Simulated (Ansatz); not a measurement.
# CHCl₂F: ionisation energy by level of theory

An exercise on one series of results from a longer session: the logs are not shown, and one member is left open.

Method: unrestricted cation, the program's frozen cores in correlated methods; program: Ansatz 0.2.0, Gaussian basis.

The runs, in order: UKS PBE-D4/def2-TZVPP; UKS r2SCAN-D4/def2-TZVPP; UKS PBE0-D4/def2-TZVPP; UKS B3LYP-D4/def2-TZVPP; UKS wB97X-V/def2-TZVPP; UKS wB97M-V/def2-TZVPP; UKS B2PLYP/def2-TZVPP; UHF-CCSD(T)/def2-TZVPP; UHF-MP2/def2-QZVPP; extrapolation to the limit; then −ε(HOMO) from the neutral's earlier runs with LDA (SPW92), PBE-D4, revPBE-D4, BLYP-D4, r2SCAN-D4, B97M-V, PBE0-D4, B3LYP-D4, r2SCANh-D4, r2SCAN0-D4, HSE06-D4, BHLYP-D4, CAM-B3LYP-D4, LC-ωPBE, ωB97X-V, ωB97M-V.

### Structure used throughout

An earlier PBE0-D4 in a triple-zeta def2 set relaxation fixed the geometry.

SMILES `FC(Cl)Cl`, 5 atoms, charge 0, spin multiplicity 1.

Atoms are counted from 1 here; the program's logs count them from 0.

Bond lengths: F1–C2 1.340 Å, C2–Cl3 1.759 Å, C2–Cl4 1.759 Å, C2–H5 1.088 Å. Angles: F1–C2–Cl3 109.4°, F1–C2–Cl4 109.4°, F1–C2–H5 109.7°, Cl3–C2–Cl4 111.6°, Cl3–C2–H5 108.4°, Cl4–C2–H5 108.4°.

As a file:

```mol
CHCl2F
  3D, bonds by distance, orders not assigned

  5  4  0  0  0  0  0  0  0  0999 V2000
   -0.5906    0.1325    1.2304 F   0  0
    0.0064    0.0994    0.0307 C   0  0
    1.4599   -0.8868    0.1269 Cl  0  0
   -1.1204   -0.5252   -1.1671 Cl  0  0
    0.2946    1.1064   -0.2625 H   0  0
  1  2  8  0
  2  3  8  0
  2  4  8  0
  2  5  8  0
M  END
```

The first run:

Contents of in.yaml:

```yaml
crystal:
  periodic: [false, false, false]
  atoms:
    - {symbol: F, position_ang: [-0.590574, 0.132538, 1.230410]}
    - {symbol: C, position_ang: [0.006411, 0.099407, 0.030713]}
    - {symbol: Cl, position_ang: [1.459926, -0.886797, 0.126934]}
    - {symbol: Cl, position_ang: [-1.120418, -0.525216, -1.167063]}
    - {symbol: H, position_ang: [0.294555, 1.106369, -0.262495]}
basis:
  gaussian: {orbitals: def2-TZVPP}
total_charge: 1
magnetization: {spin_polarized: true, initial_magnetization: 1}
hamiltonian: {xc: pbe, dispersion: d4}
```

Among the steps run: Cation, UKS PBE-D4/def2-TZVPP; Cation, UKS r2SCAN-D4/def2-TZVPP; Cation, UKS PBE0-D4/def2-TZVPP; Cation, UKS B3LYP-D4/def2-TZVPP; Cation, UKS wB97X-V/def2-TZVPP; Cation, UKS wB97M-V/def2-TZVPP; Cation, UKS B2PLYP (frozen core)/def2-TZVPP; Cation, UHF-CCSD(T)/def2-TZVPP; Cation, UHF-MP2/def2-QZVPP.

One of the session's tables, all rows but one given; the rest of the session is left out.

For comparison, −ε(HOMO) of the neutral from earlier runs:

```
  functional  −ε(HOMO) (eV)
 LDA (SPW92)           7.82
      PBE-D4           7.67
   revPBE-D4              ?
     BLYP-D4           7.51
   r2SCAN-D4           8.04
      B97M-V           8.15
     PBE0-D4           9.13
    B3LYP-D4           8.85
  r2SCANh-D4           8.58
  r2SCAN0-D4           9.37
    HSE06-D4           8.73
    BHLYP-D4          10.45
CAM-B3LYP-D4          10.53
     LC-ωPBE          11.99
     ωB97X-V          11.58
     ωB97M-V          11.40
```

**Question.** Estimate the row for revPBE-D4.

As computed: −ε(HOMO) (eV): 7.61. In the column «−ε(HOMO) (eV)» it lies between BLYP-D4 (7.51) and PBE-D4 (7.67).
